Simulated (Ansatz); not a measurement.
## [PH4]+ (phosphonium): the energy, rung by rung

[PH4]+ has 5 atoms, charge +1, and is taken as a singlet. SMILES: `[PH4+]`. Geometry: relaxed at GFN2-xTB.

```xyz
5

P     0.0000    0.0000    0.0001
H     1.3575   -0.0613    0.2104
H    -0.6173   -1.0160    0.6910
H    -0.2619   -0.1338   -1.3433
H    -0.4783    1.2111    0.4418
```

Each level gives the energy change with the P1–H3 bond stretched from 1.375 to 1.719 Å (eV). The values are calculated.

| level | kind | program | value (eV) | less FCI/6-31G | CPU time (all runs) |
| --- | --- | --- | --- | --- | --- |
| BLYP/6-31G (restricted) | GGA | Ansatz | 0.56 | -0.01 | 1.5 s |
| B3LYP/6-31G (restricted) | global hybrid | Ansatz | 0.64 | +0.07 | 1.5 s |
| CAM-B3LYP/6-31G (restricted) | range-separated hybrid | Ansatz | 0.67 | +0.10 | 1.7 s |
| wB97M-V/6-31G (restricted) | range-separated hybrid | Ansatz | 0.68 | +0.11 | 12 s |
| B2PLYP/6-31G (restricted) | double hybrid | Ansatz | 0.66 | +0.09 | 2 s |
| RPA@PBE/6-31G (restricted) | RPA | Ansatz | 0.53 | -0.04 | 1.9 s |
| CCSDTQ/6-31G (restricted) | coupled cluster or CI | Ansatz | 0.57 | 0.00 | 8.4 s |
| FCI/3-21G | exact in the basis | Ansatz | 0.56 | -0.01 | 20 s |
| FCI/6-31G | exact in the basis | Ansatz | 0.57 | 0.00 | 19 s |

FCI/6-31G is exact within its basis and frozen core, so for wave-function methods in that basis the difference is their error; functionals converge differently with the basis, so for them it is only a difference. The first shape isn't each level's own minimum. The values span 0.53 to 0.68 eV. All rows use very small basis sets, so even the best lies far from the true value. CPU times are rough (shared hosts, several kinds of processor): they show what a rung costs within a factor of a few.
